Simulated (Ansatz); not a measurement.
Reaction (cleavage of the Al–Si bond): `[AlH2][SiH2][SiH3]` + `BN` → `B[NH][AlH2]` + `[SiH3][SiH3]`

Gas-phase electronic energies from Ansatz, PBE0-D4/def2-TZVP geometries. CBS: MP2 limit from def2 TZ/QZ plus the TZ coupled-cluster correction, frozen cores. This one scheme is used for every species. DFT in def2-TZVPP.

CCSD(T)/CBS gives -0.73 eV.

**Question.** Another level gave -0.51 eV. Which?
A. ωB97X-V/def2-TZVPP
B. r2SCAN/def2-TZVPP
C. PBE-D4/def2-TZVPP
D. CAM-B3LYP-D4/def2-TZVPP

**Answer.** C. PBE-D4 -0.51, CAM-B3LYP-D4 -0.78, r2SCAN -0.67, ωB97X-V -0.72 eV.

Largest T1 diagnostic among the species: 0.013.

Leaving LDA and LC-ωPBE aside and taking each functional with its dispersion term where it has one, the values spread over 0.27 eV, from CAM-B3LYP-D4 to PBE-D4. From BLYP to BHLYP (50 % exact exchange), in def2-TZVPP and without D4, ΔE moves by −0.10 eV.
